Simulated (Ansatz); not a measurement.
`FC1C=CCC1` + H₂ → `C1=CCCC1` + H–F at 400 K and 1 bar (hydrogenolysis of a C–F bond).

Isolated molecules relaxed with PBE0-D4/def2-TZVP in Ansatz; ΔE leaves out vibrations. CBS: MP2 limit from def2 TZ/QZ plus the TZ coupled-cluster correction, frozen cores. This one scheme is used for every species.

| species | CCSD(T)/CBS energy (Eh) | H − E (kJ/mol) | S (J/(mol·K)) |
| --- | --- | --- | --- |
| `FC1C=CCC1` | -294.24872 | 314.7 | 340.3 |
| H₂ | -1.17544 | 38.0 | 139.0 |
| `C1=CCCC1` | -195.06189 | 331.5 | 317.0 |
| H–F | -100.39570 | 36.5 | 182.2 |

H − E and S are ideal-gas, rigid-rotor, harmonic terms from PBE0-D4/def2-TZVP, for one conformer and one mirror image of each species. The MP2-based limit puts H₂ 0.8 mEh under its directly extrapolated value; such offsets cancel only in part. 1 Eh = 2625.50 kJ/mol, R = 8.31446 J/(mol·K).

Q: By hand: ΔE, ΔH, ΔS and ΔG.

A: ΔE = (-195.06189) + (-100.39570) − (-294.24872) − (-1.17544) = -0.03343 Eh = -87.8 kJ/mol. Δ(H − E) = 331.5 + 36.5 − 314.7 − 38.0 = 15.3, so ΔH = -72.5 kJ/mol. ΔS = 317.0 + 182.2 − 340.3 − 139.0 = 19.9 J/(mol·K). ΔG = -72.5 − 400 × (19.9)/1000 = -80.5 kJ/mol.

Q: By hand: the equilibrium constant, and the temperature at which ΔG would vanish if ΔH and ΔS stayed fixed.

A: log₁₀ K = −ΔG/(RT ln 10) = 10.5. ΔH and −TΔS have one sign here, so there is no such temperature.

ΔH outweighs TΔS. A doubt of 5 kJ/mol in ΔE shifts log₁₀ K by 0.7 here. Other conformers and mirror images would add mixing entropy, several J/(mol·K) or more a flexible species. These are equilibria of isolated gas molecules and say nothing of rates. Largest T1 diagnostic: 0.011 (customary marks: 0.02 for closed shells, 0.045 for open ones).
